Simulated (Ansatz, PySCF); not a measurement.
Species: C₃H₈, charge 0, singlet. C3H8 (propane, SMILES CCC).
B3LYP-D3(BJ)/def2-TZVP minimum from Ansatz (a quantum-chemistry and plane-wave program):
```xyz
11

C     -0.0014    -0.0033     0.5859
C      0.0027     1.2725    -0.2521
C     -0.0014    -1.2696    -0.2666
H     -0.8774    -0.0057     1.2413
H      0.8715    -0.0085     1.2455
H      0.0026     2.1656     0.3757
H     -0.0044    -2.1698     0.3510
H      0.8856     1.3165    -0.8947
H     -0.8771     1.3193    -0.8989
H     -0.8813    -1.3061    -0.9138
H      0.8814    -1.3090    -0.9097
```

Total energies in hartree (Ansatz). Open shells are spin-unrestricted; no spin-orbit coupling. Correlated methods leave the cores frozen. No relativity. For partners of very few electrons the exact lower level stands in for a higher one.

```csv
species,HF/cc-pVTZ,CCSD(T)/cc-pVTZ,HF/cc-pVQZ,CCSD(T)/cc-pVQZ,CCSD(T)/cc-pVDZ,CCSDT(Q)/cc-pVDZ
"1: C3H8 (propane, SMILES CCC)",-118.30771,-118.91403,-118.31536,-118.94992,-118.78047,-118.78197
2: C (triplet),-37.69157,-37.78076,-37.69331,-37.78654,-37.76038,-37.76071
3: H (doublet),-0.49981,-0.49981,-0.49995,-0.49995,-0.49928,-0.49928
```

Q: Work out the enthalpy of formation at 298 K (by atomisation, with ideal-gas terms from PySCF's Hessian at B3LYP-D3(BJ)/def2-TZVP and the atoms' measured values of the G2/97 table; no spin-orbit terms) in kcal/mol: take Hartree-Fock from cc-pVQZ, extrapolate the CCSD(T) correlation energy as X^-3 (X = 3, 4), and add CCSDT(Q) - CCSD(T) in cc-pVDZ. The further terms named in the bracket sum to +1.56538 hartree. 1 hartree = 627.51 kcal/mol.

A: 
Species 1: correlation (64·(-0.63456) - 27·(-0.60632))/37 = -0.65517; step -0.00150; E1 = -118.31536 + (-0.65517) + (-0.00150) = -118.97203
Species 2: correlation (64·(-0.09323) - 27·(-0.08919))/37 = -0.09618; step -0.00033; E2 = -37.69331 + (-0.09618) + (-0.00033) = -37.78982
Species 3: correlation (64·(0.00000) - 27·(0.00000))/37 = 0.00000; step +0.00000; E3 = -0.49995 + (0.00000) + (+0.00000) = -0.49995
+1·E1 -3·E2 -8·E3 +1.56538 = -0.03759 hartree = -23.6 kcal/mol. Measured: -24.9 kcal/mol, -104.4 kJ/mol (Active Thermochemical Tables 1.112 (ions: stationary electron), as tabulated in the package chemicals); atomic spin-orbit terms, which the calculations lack, would raise the computed values. The composite differs from it by +1.4 kcal/mol; core, relativistic and spin-orbit terms are not in it.
